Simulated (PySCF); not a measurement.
## Structure from 2D NMR

Compound of formula C₆H₈. Correlations simulated from computed shifts and the bond graph:

HSQC (one-bond C–H):
```tsv
δH	δC
3.47	46.7
```

HMBC (two and three bonds, from the bond graph):
```tsv
δH	δC
3.47	176.9, 46.7
```

Carbons without hydrogens: δ 176.9.

Computed data (PySCF 2.14): geometry from PBE0-D3(BJ)/def2-TZVP, shielding tensors at PBE0/pcSseg-2 (GIAO). Equivalent nuclei averaged, non-relativistic Hamiltonian, gas phase, one computed conformer.

Scale: 1H (31.52 ppm) and 13C (186.03 ppm) vs TMS (reference shieldings calculated alike).

Exchangeable hydrogens are left out of these lists.

Question: Assemble the structure.

Answer: SMILES C1CC2=C1CC2.

Atoms are numbered as in `[CH2:1]1[CH2:2][C:3]2=[C:4]1[CH2:5][CH2:6]2`; H(Xn) means a hydrogen on atom n.

1. δC 176.9 is C3/C4, a fully substituted alkene carbon.
2. δC 46.7 is C1/C2/C5/C6, an allylic sp3 CH2 (δH 3.47).
3. HMBC from δH 3.47 reaches the proton-free carbon C3/C4.

This is the structure that produced the data.

Shifts are as computed. Against solution values, carbons near 30 ppm lie about +3 ppm off and those near 130 ppm about +9 ppm. Of 1211 compounds with measured shifts, 218 miss one by over three times the rms of a fit or turn the order of signals round; such compounds aren't used in these exercises.
